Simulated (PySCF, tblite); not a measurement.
# C₅H₉P: geometry, infrared bands and NMR shifts

Wanted: the infrared bands and NMR shifts of C₅H₉P (`CC1=CCPC1`), by calculation.

Programs: tblite 0.8.0 and PySCF 2.14.0, with density-fitted response routines of our own. Each step states its level of theory. These are calculated values for one molecule in the gas phase, unless marked as measured. Atoms are numbered from 0 throughout.

### 1 Starting geometry

15 atoms, charge 0, multiplicity 1; geometry from: force field or distance geometry start.

Bonds of the start (Å): C0–C1 1.55, C1–C2 1.28, C2–C3 1.49, C3–P4 1.88, P4–C5 1.86, C5–C1 1.45, C0–H6 1.08, C0–H7 1.10, C0–H8 1.09, C2–H9 1.11, C3–H10 1.09, C3–H11 1.10, P4–H12 1.46, C5–H13 1.11, C5–H14 1.11.

### 2 Geometry optimisation with GFN2-xTB

Job settings and geometry (Å):

```
{"job": {"kind": "relax", "xc": "GFN2-xTB", "basis": "xTB"}, "charge": 0, "multiplicity": 1}
C      2.006600    -0.274800     0.141300
C      0.484700    -0.071900    -0.081500
C     -0.340300    -1.002100     0.228400
C     -1.776800    -0.690100    -0.030900
P     -1.705000     1.185700     0.129600
C     -0.012100     1.176100    -0.638100
H      2.201100    -1.034100     0.880200
H      2.433000     0.685800     0.467400
H      2.375200    -0.580500    -0.841900
H     -0.058100    -1.988400     0.653600
H     -1.997100    -0.908200    -1.077800
H     -2.490700    -1.137300     0.680600
H     -1.533400     1.443700     1.560600
H      0.593200     2.061400    -0.357300
H     -0.184500     1.142600    -1.736000
```

Started as:

```sh
> OMP_NUM_THREADS=1 python probes_run.py task.json out
```

This one command runs all jobs of the session in turn.

**Question.** This job is followed by: GFN2-xTB harmonic vibrations, gas phase; GIAO PBE0/pcSseg-1 NMR shielding, non-relativistic, gas phase. Predict these results of the whole session: strongest single infrared mode (GFN2-xTB); zero-point energy (GFN2-xTB); 13C shifts against TMS (PBE0/pcSseg-1); 1H shifts against TMS (PBE0/pcSseg-1, means over atoms taken as alike); 31P shifts against H3PO4 (PBE0/pcSseg-1).

**Answer**, as computed:

| quantity | value |
| --- | --- |
| strongest single infrared mode (GFN2-xTB) | 2223 cm⁻¹, 206 km/mol |
| zero-point energy (GFN2-xTB) | 77.1 kcal/mol |
| 13C shifts against TMS (PBE0/pcSseg-1) | 150.4, 133.9, 36.1, 32.7, 21.3 ppm |
| 1H shifts against TMS (PBE0/pcSseg-1, means over atoms taken as alike) | 5.91, 3.32, 2.55, 2.33, 1.99 ppm |
| 31P shifts against H3PO4 (PBE0/pcSseg-1) | -72.9 ppm |

Relaxing lowered the energy by 0.710 eV in 87 steps; the close pair that moved most is C0–C1, from 1.551 to 1.492 Å. All 39 modes are real, so the xTB geometry is a minimum. The strongest single mode, at 2223 cm⁻¹, moves mainly H12. GFN2-xTB is a fitted tight-binding method: band positions and strengths are rough. Its intensities can rank the bands wrongly. The most deshielded hydrogen is H9 (hydrogen on an alkene CH), at 5.91 ppm: attached to an sp2 carbon and in the plane of the double bond. At PBE0/pcSseg-1: The widest tensor belongs to C1: span 205 ppm, with a paramagnetic part of -226 ppm.
